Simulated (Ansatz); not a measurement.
# SiH3Cl (chlorosilane): SVWN5/aug-cc-pVDZ

What is the energy change on altering one bond length of SiH3Cl (chlorosilane) at SVWN5/aug-cc-pVDZ? 

The results are computed with Ansatz 0.2.0.

60 further runs of the same task are left out: 2 that didn't finish, 58 set aside as unsound or not needed.

## Step 1: Starting point

SiH3Cl: 5 atoms, total charge 0, spin state singlet. As SMILES, `[SiH3]Cl`. The shape is that of a PBE0-D4/def2-TZVP optimisation.

Bond lengths: Si1–Cl2 2.054 Å, Si1–H3 1.481 Å, Si1–H4 1.481 Å, Si1–H5 1.481 Å. Angles: Cl2–Si1–H3 108.5°, Cl2–Si1–H4 108.5°, Cl2–Si1–H5 108.5°, H3–Si1–H4 110.4°, H3–Si1–H5 110.4°, H4–Si1–H5 110.4°.

## Step 2: The energy at SVWN5/aug-cc-pVDZ

The input, in.yaml:

```yaml
crystal:
  periodic: [false, false, false]
  atoms:
    - {symbol: Si, position_ang: [-0.112000, 0.018600, -0.030900]}
    - {symbol: Cl, position_ang: [1.838300, -0.513500, 0.329900]}
    - {symbol: H, position_ang: [-0.950900, -0.488300, 1.079100]}
    - {symbol: H, position_ang: [-0.534700, -0.585700, -1.314900]}
    - {symbol: H, position_ang: [-0.190800, 1.495400, -0.104700]}
basis:
  gaussian:
    orbitals: aug-cc-pVDZ
hamiltonian:
  xc: {name: SVWN5}
accuracy: high
output: {orbitals: {seedname: orbitals}}
```

On the command line:

```sh
$ ansatz run in.yaml --threads 1 --pin off --max-ram 3480MiB --events-out events.jsonl --progress --plain --runs-dir runs
```

The log of the run:

```text
Warning: RAYON_NUM_THREADS=1 ignored (pool sized by the plan → 1); use --threads N
Functional definition: SVWN5
  name "SVWN5"
  exchange = slater_x
  correlation = vwn5_c
1640 factors; integrals over basis functions are off by at most 3.8e-9 eV
mean field evaluation 1: about -20376.2439 eV, gradient 1.6e1 eV
mean field evaluation 2: about -20376.6851 eV, gradient 1.3e1 eV
mean field evaluation 4: about -20377.2922 eV, gradient 9.0e-1 eV
mean field evaluation 8: about -20377.2914 eV, gradient 3.3e-3 eV
mean field evaluation 16: about -20377.2914 eV, gradient 1.5e-8 eV
mean field -20377.29136495 eV, -748.8516454377 hartree, gradient 1.6e-8 eV, S^2 0.000000; 0 other end points of the search recorded, 0 dependent functions left out
reference -20377.29137241 eV, -748.8516457119 hartree; 17, 17 occupied and 64, 64 virtual orbitals, 1640 factors
Total energy: -20377.29137241 eV, -748.8516457119 hartree
```

It took 2.4 s on 1 thread of Intel Xeon Platinum 8375C at 2.90GHz (Ice Lake), shared host; peak memory 0.2 GiB.

## Step 3: The distorted shape

The input, in.yaml:

```yaml
crystal:
  periodic: [false, false, false]
  atoms:
    - {symbol: Si, position_ang: [-0.017442, -1.753530, 0.057658]}
    - {symbol: Cl, position_ang: [1.932858, -2.285630, 0.418458]}
    - {symbol: H, position_ang: [-0.856342, -2.260430, 1.167658]}
    - {symbol: H, position_ang: [-0.440142, -2.357830, -1.226342]}
    - {symbol: H, position_ang: [-0.190800, 1.495400, -0.104700]}
basis:
  gaussian:
    orbitals: aug-cc-pVDZ
hamiltonian:
  xc: {name: SVWN5}
accuracy: high
output:
  orbitals: {seedname: orbitals}
```

On the command line:

```sh
$ ansatz run in.yaml --threads 1 --pin off --max-ram 3480MiB --events-out events.jsonl --progress --plain --runs-dir runs
```

The log of the run:

```text
Warning: RAYON_NUM_THREADS=1 ignored (pool sized by the plan → 1); use --threads N
Functional definition: SVWN5
  name "SVWN5"
  exchange = slater_x
  correlation = vwn5_c
1647 factors; integrals over basis functions are off by at most 3.9e-9 eV
mean field evaluation 1: about -20372.4066 eV, gradient 1.5e1 eV
mean field evaluation 2: about -20369.2071 eV, gradient 2.3e1 eV
mean field evaluation 4: about -20373.1919 eV, gradient 3.1e0 eV
mean field evaluation 8: about -20373.2368 eV, gradient 2.0e0 eV
mean field evaluation 16: about -20373.2655 eV, gradient 4.5e-5 eV
mean field -20373.26550062 eV, -748.7036976524 hartree, gradient 7.0e-8 eV, S^2 0.000000; 0 other end points of the search recorded, 0 dependent functions left out
reference -20373.26550717 eV, -748.7036978931 hartree; 17, 17 occupied and 64, 64 virtual orbitals, 1647 factors
Total energy: -20373.26550717 eV, -748.7036978931 hartree
```

Wall time 2.5 s (1 thread of Intel Xeon Platinum 8375C at 2.90GHz (Ice Lake), shared host); peak memory 0.2 GiB.

## Step 4: Summary of results

Level: SVWN5/aug-cc-pVDZ.

```
                                                          quantity          value
                                         first shape: total energy  -748.85165 Eh
                                          first shape: HOMO energy       -7.72 eV
                                          first shape: LUMO energy       -1.38 eV
                                        first shape: HOMO–LUMO gap        6.33 eV
                                     distorted shape: total energy  -748.70370 Eh
                                      distorted shape: HOMO energy       -6.00 eV
                                      distorted shape: LUMO energy       -4.70 eV
                                    distorted shape: HOMO–LUMO gap        1.31 eV
energy change with the Si1–H5 bond stretched from 1.481 to 3.258 Å       4.026 eV
```

In words: One bond (distorted shape) is far stretched, which a spin-restricted single reference describes badly; a broken-symmetry solution may lie lower. With the Si1–H5 bond stretched from 1.481 to 3.258 Å the energy rises by 4.03 eV (93 kcal/mol). The first shape isn't relaxed at this level, so the change isn't measured from a minimum. A restricted reference can't describe the breaking bond well at this length.
